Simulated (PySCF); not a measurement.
Gas-phase reaction: 4 ethylsilane + C4H8 (isobutene) ⇌ i-Si4H10 + 6 C2H5

Computed with PySCF and rigid-rotor harmonic-oscillator thermochemistry at 1 bar. S°(298 K) at PBE0/def2-TZVP differs from the NASA 1993 table for C2H5 (+9 J/mol/K); whether the harmonic model or the table's entry is off was not settled. † marks an energy on the PBE0/def2-TZVP geometry and frequencies; other levels use their own. MP2 freezes the core. 6-31G* has spherical d functions here. Open shells (unrestricted): C2H5 (multiplicity 2); the rest are closed-shell singlets. B3LYP is the form with VWN-RPA correlation. MP2 isn't extrapolated to the basis-set limit; its ΔH°(298 K) is 1054.8 kJ in def2-SVP and 1083.4 kJ in def2-TZVPP. The harmonic model lacks anharmonicity and excited electronic states, which grow with temperature; levels with a mode under 35 cm⁻¹ are left out. Internal rotation in ethylsilane, C4H8 (isobutene), i-Si4H10, C2H5 is treated as a harmonic vibration of one conformer, which makes the entropy rough.

```tsv
level	ΔE electronic, kJ	ΔH°(298 K), kJ	ΔS°(298 K), J/K	ΔG°(1000 K), kJ
B3LYP/6-31G*	996	945	463	467
B3LYP/def2-TZVP†	982	933	465	454
BLYP/def2-TZVP†	963	914	465	435
HF/6-31G*	712	655	454	183
HF/def2-TZVP†	716	667	465	188
MP2/def2-SVP†	1104	1055	465	576
PBE/def2-SVP	1015	966	463	489
PBE/def2-TZVP†	993	945	465	465
PBE0/def2-SVP†	997	948	465	469
r2SCAN/def2-TZVP†	935	886	465	407
LDA/def2-TZVP†	1191	1142	465	663
```
ΔH° is lowest at HF/6-31G* and highest at LDA/def2-TZVP†. No reference value is set beside these.
